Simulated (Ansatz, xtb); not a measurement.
## C4H4N2: 9 structures ranked

9 gas-phase structures of C4H4N2, from a drawn sample of its isomers (lower ones may exist). Each was relaxed with GFN2-xTB; where two conformers were screened, the lower at r2SCAN-D4/def2-SVP is listed:

A. `N#CCCC#N`, a singlet
B. `[H]/N=C\C(=C)C#N`, a singlet
C. `C=N/C=C/C#N`, a singlet
D. `[H]/N=C\C=C/C#N`, a singlet
E. `c1cncnc1`, a singlet
F. `C=C/N=C\C#N`, a singlet
G. `c1cnccn1`, a singlet
H. `[H]/N=C(\C#N)C=C`, a singlet
I. `c1ccnnc1`, a singlet

Question: Estimate their order in r2SCAN-D4/def2-SVP energy at these geometries, lowest first.

Answer: Calculated order at r2SCAN-D4/def2-SVP: E (0.0), G (4.0), A (21.8), I (23.7), D (35.2), H (36.1), C (38.4), B (39.6), F (41.0) kcal/mol. Less than 1 kcal/mol parts D and H, so the order within that pair means little.

Energies above the lowest of each column, in kcal/mol; the last columns are at B3LYP/def2-SVP geometries and were run for some of them only (a dash: not run or not comparable):

```json
{"structure": "E", "GFN2-xTB": "0.0", "HF/STO-3G": "3.8", "r2SCAN-D4/def2-SVP": "0.0", "B3LYP/def2-SVP": "0.0", "CCSD(T)/def2-SVP + ΔMP2/def2-TZVPP": "0.0"}
{"structure": "G", "GFN2-xTB": "5.1", "HF/STO-3G": "6.5", "r2SCAN-D4/def2-SVP": "4.0", "B3LYP/def2-SVP": "3.7", "CCSD(T)/def2-SVP + ΔMP2/def2-TZVPP": "4.4"}
{"structure": "A", "GFN2-xTB": "37.6", "HF/STO-3G": "0.0", "r2SCAN-D4/def2-SVP": "21.8", "B3LYP/def2-SVP": "16.3", "CCSD(T)/def2-SVP + ΔMP2/def2-TZVPP": "6.0"}
{"structure": "I", "GFN2-xTB": "19.2", "HF/STO-3G": "21.0", "r2SCAN-D4/def2-SVP": "23.7", "B3LYP/def2-SVP": "23.4", "CCSD(T)/def2-SVP + ΔMP2/def2-TZVPP": "22.6"}
{"structure": "D", "GFN2-xTB": "53.1", "HF/STO-3G": "45.4", "r2SCAN-D4/def2-SVP": "35.2", "B3LYP/def2-SVP": "30.6", "CCSD(T)/def2-SVP + ΔMP2/def2-TZVPP": "24.1"}
{"structure": "H", "GFN2-xTB": "55.8", "HF/STO-3G": "47.3", "r2SCAN-D4/def2-SVP": "36.1", "B3LYP/def2-SVP": "32.0", "CCSD(T)/def2-SVP + ΔMP2/def2-TZVPP": "24.3"}
{"structure": "C", "GFN2-xTB": "49.5", "HF/STO-3G": "47.6", "r2SCAN-D4/def2-SVP": "38.4", "B3LYP/def2-SVP": "32.9", "CCSD(T)/def2-SVP + ΔMP2/def2-TZVPP": "28.9"}
{"structure": "B", "GFN2-xTB": "55.4", "HF/STO-3G": "47.5", "r2SCAN-D4/def2-SVP": "39.6", "B3LYP/def2-SVP": "–", "CCSD(T)/def2-SVP + ΔMP2/def2-TZVPP": "–"}
{"structure": "F", "GFN2-xTB": "52.4", "HF/STO-3G": "48.9", "r2SCAN-D4/def2-SVP": "41.0", "B3LYP/def2-SVP": "–", "CCSD(T)/def2-SVP + ΔMP2/def2-TZVPP": "–"}
```

CCSD(T)/def2-SVP + ΔMP2/def2-TZVPP puts E lowest of those it was run on; HF/STO-3G picks A. Flexible structures stand in one conformer each, not always the lowest. Frequencies (B3LYP/def2-SVP) were run for A, C, D, E, G, H, I alone. ΔMP2 is the change of the MP2 energy from the smaller to the larger basis.

Over these structures GFN2-xTB departs from r2SCAN-D4/def2-SVP by 7.3 kcal/mol on average once a common shift is removed. A GFN2-xTB relaxation took about 0.067 s and the r2SCAN-D4/def2-SVP energy about 1.7 s on a shared host (Ansatz 0.2.0, xtb 6.7.1).
